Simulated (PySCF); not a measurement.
Worked example for cyclopropylamine: proton affinity at atom N1

Structure: `NC1CC1` (C3H7N). Atom numbers as in the mapped SMILES `[NH2:1][CH:2]1[CH2:3][CH2:4]1`. These are map numbers, not IUPAC locants.

Computed at ωB97X-D3(BJ)/def2-TZVP // PBE0-D3(BJ)/def2-SVP with PySCF (density fitting, grid level 2). ωB97X-D3(BJ) is ωB97X-V with D3(BJ) in place of VV10. Thermal corrections: PBE0-D3(BJ)/def2-SVP frequencies, unscaled, ideal gas at 298.15 K and 1 bar, quasi-RRHO entropy.

Step: `[NH3+]C1CC1` → `NC1CC1` + H⁺.

```jsonl
{"species": "[NH3+]C1CC1", "charge": "1", "multiplicity": "1", "E / Eh": "-173.757276"}
{"species": "NC1CC1", "charge": "0", "multiplicity": "1", "E / Eh": "-173.394679"}
```

Thermal terms, products less reactant: Δ(H − E) = -32.91 kJ/mol, Δ(G − E) = -64.79 kJ/mol (the bare proton has no electronic energy, H = 5/2 RT). 1 Eh = 2625.50 kJ/mol.

What are ΔE, ΔH and ΔG of this step?

ΔE = 0.362597 Eh = 952.00 kJ/mol; ΔH = 919.1 kJ/mol; ΔG = 887.2 kJ/mol, all in the gas phase at 298.15 K and 1 bar. The digits show the arithmetic; the method itself can be off by 10 kJ/mol or more.
